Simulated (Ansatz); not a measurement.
Cost and result up the ladder for the cluster Al3H3 (6 atoms). Total charge 0; singlet. Geometry: PBE-D4/def2-TZVP.

```xyz
6

Al   -0.1963   -1.3834    0.0435
Al   -0.8938    0.0710   -1.8218
Al    0.8069    1.0861   -0.3520
H    -0.9461    0.4057    0.1479
H    -0.2959   -2.3273    1.3510
H     1.5253    2.1479    0.6314
```

Ansatz on 4 threads of Arm Neoverse V2 on a shared host. Times are rough, and most runs start from the orbitals of an earlier one. No level here is sound enough to serve as a yardstick. Binding counts from free atoms at the same level (Al doublet, H doublet; other spins of the atoms weren't run), without zero-point energy or a counterpoise term.

LC-ωPBE has ω = 0.4 bohr⁻¹. B3LYP takes the VWN-RPA correlation. HSE06 is defined as in plane-wave codes, on full-range PBE exchange. Correlated methods freeze 15 core orbitals. The structure comes from a short search, and lower isomers may exist.

Run but left out: HF/def2-TZVP (restricted singlet, unstable towards broken spin symmetry); HF/STO-3G, HF/6-31G, PBE-QIDH/def2-TZVP (restricted singlet, unstable in another Hartree–Fock run and untested here).

Correlated methods converge slowly with the basis.

```json
{"level": "PBE-D4/def2-SVP", "functions": "69", "wall time": "0.4 s"}
{"level": "B3LYP-D4/6-31G", "functions": "45", "wall time": "0.45 s"}
{"level": "PBE0-D4/def2-SVP", "functions": "69", "wall time": "0.55 s"}
{"level": "MP2/def2-TZVP", "functions": "129", "wall time": "0.65 s"}
{"level": "BLYP-D4/def2-TZVP", "functions": "129", "wall time": "0.85 s"}
{"level": "PBE-D4/def2-TZVP (with forces)", "functions": "129", "wall time": "0.95 s"}
{"level": "LC-ωPBE/def2-TZVP", "functions": "129", "wall time": "1 s"}
{"level": "HSE06-D4/def2-TZVP", "functions": "129", "wall time": "1.1 s"}
{"level": "PBE-D4/def2-TZVPD", "functions": "156", "wall time": "1.2 s"}
{"level": "PBE0-D4/def2-TZVPD", "functions": "156", "wall time": "1.4 s"}
{"level": "r2SCAN-D4/def2-TZVPD", "functions": "156", "wall time": "2.5 s"}
{"level": "ωB97M-V/def2-TZVP", "functions": "129", "wall time": "3.6 s"}
{"level": "CCSD(T)/def2-TZVPD", "functions": "156", "wall time": "4.6 s"}
{"level": "CCSD(T)/def2-TZVPP", "functions": "168", "wall time": "5.5 s"}
```

Problem. Estimate what each level gives for the binding energy per atom (eV).

Solution. 
```
                         level  binding energy per atom (eV)                        remarks
               PBE-D4/def2-SVP                          2.14  restricted SCF unstable in HF
                B3LYP-D4/6-31G                          1.90  restricted SCF unstable in HF
              PBE0-D4/def2-SVP                          2.11  restricted SCF unstable in HF
                 MP2/def2-TZVP                          2.01        restricted SCF unstable
             BLYP-D4/def2-TZVP                          2.05  restricted SCF unstable in HF
PBE-D4/def2-TZVP (with forces)                          2.14                              –
             LC-ωPBE/def2-TZVP                          2.06  restricted SCF unstable in HF
            HSE06-D4/def2-TZVP                          2.11  restricted SCF unstable in HF
             PBE-D4/def2-TZVPD                          2.14  restricted SCF unstable in HF
            PBE0-D4/def2-TZVPD                          2.11  restricted SCF unstable in HF
          r2SCAN-D4/def2-TZVPD                          2.18  restricted SCF unstable in HF
             ωB97M-V/def2-TZVP                          2.10  restricted SCF unstable in HF
            CCSD(T)/def2-TZVPD                          2.04        restricted SCF unstable
            CCSD(T)/def2-TZVPP                          2.07        restricted SCF unstable
```
